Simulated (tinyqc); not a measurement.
Extended Hueckel theory, for PH3, step by step. One step of it, computed by the program tinyqc.

Question. Wolfsberg-Helmholz matrix. H_ij = K' S_ij (H_ii + H_jj)/2 for i != j (the diagonal keeps H_ii), with K' = K + D^2 + D^4 (1 - K), D = (H_ii - H_jj)/(H_ii + H_jj), K = 1.5.

overlap S, order 1P 3s, 1P 3px, 1P 3py, 1P 3pz, 2H 1s, 3H 1s, 4H 1s:
$$\begin{pmatrix}
1.000000 & 0.000000 & 0.000000 & 0.000000 & 0.411198 & 0.411152 & 0.411152 \\
0.000000 & 1.000000 & 0.000000 & 0.000000 & 0.464929 & -0.232438 & -0.232438 \\
0.000000 & 0.000000 & 1.000000 & 0.000000 & 0.000000 & 0.402652 & -0.402652 \\
0.000000 & 0.000000 & 0.000000 & 1.000000 & -0.300719 & -0.300685 & -0.300685 \\
0.411198 & 0.464929 & 0.000000 & -0.300719 & 1.000000 & 0.101561 & 0.101561 \\
0.411152 & -0.232438 & 0.402652 & -0.300685 & 0.101561 & 1.000000 & 0.101524 \\
0.411152 & -0.232438 & -0.402652 & -0.300685 & 0.101561 & 0.101524 & 1.000000
\end{pmatrix}$$

diagonal H_ii (eV): 1P 3s -18.600000, 1P 3px -14.000000, 1P 3py -14.000000, 1P 3pz -14.000000, 2H 1s -13.600000, 3H 1s -13.600000, 4H 1s -13.600000

K = 1.500000

Give: H.

Answer.

H (eV), order 1P 3s, 1P 3px, 1P 3py, 1P 3pz, 2H 1s, 3H 1s, 4H 1s:
$$\begin{pmatrix}
-18.600 & 0.000 & 0.000 & 0.000 & -10.088 & -10.087 & -10.087 \\
0.000 & -14.000 & 0.000 & 0.000 & -9.625 & 4.812 & 4.812 \\
0.000 & 0.000 & -14.000 & 0.000 & 0.000 & -8.336 & 8.336 \\
0.000 & 0.000 & 0.000 & -14.000 & 6.226 & 6.225 & 6.225 \\
-10.088 & -9.625 & 0.000 & 6.226 & -13.600 & -2.072 & -2.072 \\
-10.087 & 4.812 & -8.336 & 6.225 & -2.072 & -13.600 & -2.071 \\
-10.087 & 4.812 & 8.336 & 6.225 & -2.072 & -2.071 & -13.600
\end{pmatrix}$$
